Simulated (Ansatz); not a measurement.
[SiH3···H···S], triplet: the ladder up to UCCSDT(Q)

Geometry: a point of a hydrogen-transfer path between rigid fragments, not a stationary point.

```yaml
atoms:
  - { symbol: Si, position_ang: [-1.6581, 0.0000, 0.0000] }
  - { symbol: H, position_ang: [-2.1530, 1.3997, 0.0000] }
  - { symbol: H, position_ang: [-2.1530, -0.6999, 1.2122] }
  - { symbol: H, position_ang: [-2.1530, -0.6999, -1.2122] }
  - { symbol: H, position_ang: [0.2059, 0.0000, 0.0000] }
  - { symbol: S, position_ang: [1.6489, 0.0000, 0.0000] }
```

Basis cc-pVDZ; Ansatz 0.2.0. Only valence electrons are correlated (noble-gas cores frozen), which leaves 14 electrons in 46 orbitals. R marks a restricted (for open shells ROHF) determinant, U an unrestricted one. Active spaces: pair = (4e, 4o) about the gap.

Full CI isn't at hand for all of this; UCCSDT(Q) serves as the reference, and is uncertain by about the last step of the cluster series. The frozen core follows each run's orbitals, which can shift R against U totals by a few meV.

For open shells CISD is restricted-active-space CI with the open shells as a complete middle space.

```
UHF ⟨S²⟩                          : 2.029
T1 diagnostic (RCCSD)             : 0.0193
largest doubles amplitude (RCCSD) : 0.039
T1 diagnostic (UCCSD)             : 0.0132
```

```json
{"level": "RHF", "E − E(UCCSDT(Q)) (kcal/mol)": "175.89", "share of correlation (%)": "0.00", "wall time": "–"}
{"level": "UHF", "E − E(UCCSDT(Q)) (kcal/mol)": "170.37", "share of correlation (%)": "3.14", "wall time": "–"}
{"level": "RMP2", "E − E(UCCSDT(Q)) (kcal/mol)": "33.36", "share of correlation (%)": "81.03", "wall time": "–"}
{"level": "UMP2", "E − E(UCCSDT(Q)) (kcal/mol)": "34.21", "share of correlation (%)": "80.55", "wall time": "–"}
{"level": "CISD", "E − E(UCCSDT(Q)) (kcal/mol)": "20.42", "share of correlation (%)": "88.39", "wall time": "4.8 s"}
{"level": "RCCSD", "E − E(UCCSDT(Q)) (kcal/mol)": "4.55", "share of correlation (%)": "97.41", "wall time": "–"}
{"level": "UCCSD", "E − E(UCCSDT(Q)) (kcal/mol)": "4.42", "share of correlation (%)": "97.49", "wall time": "–"}
{"level": "RCCSD(T)", "E − E(UCCSDT(Q)) (kcal/mol)": "0.90", "share of correlation (%)": "99.49", "wall time": "3.8 s"}
{"level": "UCCSD(T)", "E − E(UCCSDT(Q)) (kcal/mol)": "0.91", "share of correlation (%)": "99.48", "wall time": "3.9 s"}
{"level": "BCCD(T)", "E − E(UCCSDT(Q)) (kcal/mol)": "0.90", "share of correlation (%)": "99.49", "wall time": "4.1 s"}
{"level": "RCCSDT", "E − E(UCCSDT(Q)) (kcal/mol)": "0.21", "share of correlation (%)": "99.88", "wall time": "–"}
{"level": "UCCSDT", "E − E(UCCSDT(Q)) (kcal/mol)": "0.19", "share of correlation (%)": "99.89", "wall time": "–"}
{"level": "RCCSDT(Q)", "E − E(UCCSDT(Q)) (kcal/mol)": "0.01", "share of correlation (%)": "99.99", "wall time": "68 s"}
{"level": "CASSCF (pair space)", "E − E(UCCSDT(Q)) (kcal/mol)": "163.48", "share of correlation (%)": "7.05", "wall time": "–"}
{"level": "NEVPT2 (pair space)", "E − E(UCCSDT(Q)) (kcal/mol)": "33.07", "share of correlation (%)": "81.20", "wall time": "2.6 s"}
{"level": "MRCISD (pair space)", "E − E(UCCSDT(Q)) (kcal/mol)": "18.10", "share of correlation (%)": "89.71", "wall time": "–"}
{"level": "MRCISD+Q (pair space)", "E − E(UCCSDT(Q)) (kcal/mol)": "1.46", "share of correlation (%)": "99.17", "wall time": "2.9 s"}
```

The correlation energy at UCCSDT(Q), counted from RHF, is -7.627 eV. That run took 57 s on 1 thread of Arm Neoverse V2, shared host.

Times hold each run's SCF and search for its determinant on a shared host, so for small cases they say little of a method's own cost; they ran on 1 thread of Arm Neoverse V2.
